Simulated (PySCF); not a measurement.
Species: C3H5N3.
Atom-mapped SMILES: `[CH3:1][n:2]1[cH:3][cH:4][n:5][n:6]1` (hydrogens: H7, H8, H9 on C1; H10 on C3; H11 on C4)

Method: PBE0-D3(BJ)/def2-SVP geometry optimisation, gas phase (PySCF); density fitting, grid level 1; the optimiser is geomeTRIC in internal coordinates, started from a GFN2-xTB structure with every atom displaced at random (about 0.01 Å).

Step 2: E = -7646.8561 eV
```
atom  x, y, z in Å  |  force x, y, z in eV/Å
C1     -1.4878   -0.0063    0.7444    0.101   0.050   0.084
N2     -0.1799   -0.1980    0.1691    0.186  -0.104  -0.721
C3      0.7673    0.7108   -0.1652   -0.289   0.442  -0.016
C4      1.6946    0.0029   -0.9009    0.033  -0.134   0.559
N5      1.2588   -1.2779   -0.9783   -0.138  -0.147   0.263
N6      0.1338   -1.3870   -0.3508    0.150  -0.202  -0.109
H7     -1.4195    0.5386    1.6961    0.008   0.007  -0.009
H8     -2.1377    0.5452    0.0491   -0.014   0.014   0.019
H9     -1.9154   -1.0010    0.9198    0.044   0.009   0.004
H10     0.6324    1.7686    0.0475    0.212  -0.006   0.190
H11     2.6963    0.2922   -1.2271   -0.294   0.071  -0.264
```

Step 3: E = -7646.8880 eV
```
atom  x, y, z in Å  |  force x, y, z in eV/Å
C1     -1.4754   -0.0040    0.7297   -0.053   0.036   0.124
N2     -0.1919   -0.2090    0.1172   -0.582   0.119  -0.180
C3      0.7381    0.7315   -0.1713    0.223  -0.948  -0.128
C4      1.6973   -0.0131   -0.8262    0.217   0.068  -0.375
N5      1.2830   -1.3009   -0.9437    0.046   0.419   0.137
N6      0.1298   -1.4081   -0.3821   -0.042   0.301   0.434
H7     -1.3666    0.5404    1.6834   -0.027  -0.081  -0.143
H8     -2.1379    0.5598    0.0545   -0.036  -0.023   0.072
H9     -1.9011   -0.9944    0.9187   -0.085  -0.037   0.030
H10     0.6282    1.7830    0.0721    0.056   0.006   0.121
H11     2.6396    0.3026   -1.2488    0.284   0.139  -0.091
```

Step 4: E = -7646.9061 eV
```
atom  x, y, z in Å  |  force x, y, z in eV/Å
C1     -1.4979   -0.0041    0.7200    0.045   0.176   0.145
N2     -0.2137   -0.1916    0.1004    0.232  -0.083   0.013
C3      0.7576    0.7104   -0.1673   -0.026   0.297  -0.115
C4      1.7262   -0.0060   -0.8372   -0.780  -0.349   0.221
N5      1.2944   -1.2920   -0.9027    0.144  -0.180  -0.265
N6      0.1368   -1.3983   -0.3474    0.160   0.083  -0.026
H7     -1.3871    0.5411    1.6706   -0.039  -0.039  -0.073
H8     -2.1784    0.5516    0.0565    0.009  -0.020   0.024
H9     -1.9103   -0.9989    0.9170   -0.026  -0.042  -0.007
H10     0.6819    1.7543    0.1175   -0.046   0.091   0.002
H11     2.6335    0.3214   -1.3237    0.327   0.067   0.080
```

Step 5: E = -7646.9261 eV
```
atom  x, y, z in Å  |  force x, y, z in eV/Å
C1     -1.4929   -0.0037    0.7280    0.045  -0.028   0.019
N2     -0.2113   -0.1907    0.0969    0.056  -0.115  -0.060
C3      0.7478    0.7194   -0.1869   -0.045   0.110   0.014
C4      1.7079   -0.0098   -0.8515    0.116   0.015  -0.053
N5      1.2873   -1.2949   -0.9338   -0.016   0.057   0.144
N6      0.1388   -1.3959   -0.3573   -0.162  -0.063  -0.059
H7     -1.3808    0.5412    1.6740    0.013   0.021   0.038
H8     -2.1820    0.5472    0.0713    0.009   0.005  -0.023
H9     -1.9054   -0.9999    0.9284    0.016   0.005  -0.013
H10     0.6686    1.7663    0.0955    0.011  -0.018  -0.013
H11     2.6650    0.3089   -1.2613   -0.042   0.013   0.007
```

Q: Estimate the geometry and energy of step 6. (The exact step hangs on the optimiser's Hessian estimate; all steps are aligned on step 5, rigid shifts and turns removed.)

A: E = -7646.9261 eV, largest force 0.220 eV/Å
```
atom  x, y, z in Å  |  force x, y, z in eV/Å
C1     -1.4883   -0.0035    0.7302   -0.017  -0.026  -0.018
N2     -0.2152   -0.1958    0.0861   -0.132   0.074  -0.086
C3      0.7388    0.7206   -0.1971    0.016  -0.025   0.053
C4      1.7086   -0.0088   -0.8479    0.032  -0.059   0.053
N5      1.2908   -1.2961   -0.9210    0.018  -0.026  -0.169
N6      0.1278   -1.3995   -0.3742    0.126   0.075   0.165
H7     -1.3637    0.5375    1.6780    0.010  -0.001   0.006
H8     -2.1782    0.5542    0.0798   -0.010   0.004   0.003
H9     -1.9041   -0.9984    0.9288   -0.003   0.006   0.000
H10     0.6556    1.7670    0.0846   -0.005  -0.011  -0.001
H11     2.6710    0.3108   -1.2438   -0.035  -0.010  -0.007
```

The energy changes by 0.0000 eV. The first-order estimate −F·Δx gives -0.0063 eV and the mean of the old and new forces, exact on a quadratic surface, -0.0001 eV. The step makes an angle of 66° with the force vector and moves no atom by more than 0.020 Å.

What follows is the cost of the whole optimisation. On one thread, Intel Xeon Platinum 8488C (x86_64), no GPU, shared host with 96 logical CPUs at a one-minute load of 32, this took 38 s wall and 0.46 GiB of memory at its peak.
